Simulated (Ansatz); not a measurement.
We consider corundum (α-Al2O3), described by r²SCAN in Ansatz (plane waves, PAW).

Numerical settings: plane-wave cutoff 560 eV, 8×8×8 k mesh, Fermi–Dirac smearing 0.01 eV, scalar-relativistic PAW data made under PBE.

Cell (relaxed at this level):

```
CELL_PARAMETERS angstrom
      4.54415    -2.37937     0.00081
      4.54415     2.37937     0.00081
      3.29759     0.00000     3.92895
ATOMIC_POSITIONS crystal
  Al 0.85191 0.85191 0.85191
  Al 0.35191 0.35191 0.35191
  Al 0.14809 0.14809 0.14809
  Al 0.64809 0.64809 0.64809
  O  0.44364 0.05636 0.75000
  O  0.05636 0.75000 0.44364
  O  0.55636 0.94364 0.25000
  O  0.25000 0.55636 0.94364
  O  0.94364 0.25000 0.55636
  O  0.75000 0.44364 0.05636
```

Q: Predict the bulk modulus, band gap and pressure derivative B′ of the bulk modulus.

A: 
- bulk modulus: 256 GPa
- band gap: 7.14 eV (direct)
- pressure derivative B′ of the bulk modulus: 3.9

Measured, for comparison: bulk modulus 254 GPa (298 K, copied from a table, unchecked, no zero-point or thermal correction, with K' = 4.34, our sources range from 239 to 254; as tabulated in BurnMan's mineral tables). Computed (rounded) less measured: bulk modulus not scored (unchecked).

Note: the bulk modulus comes from volumes at which shape and atoms were relaxed.

Ansatz is a quantum-chemistry and plane-wave program.
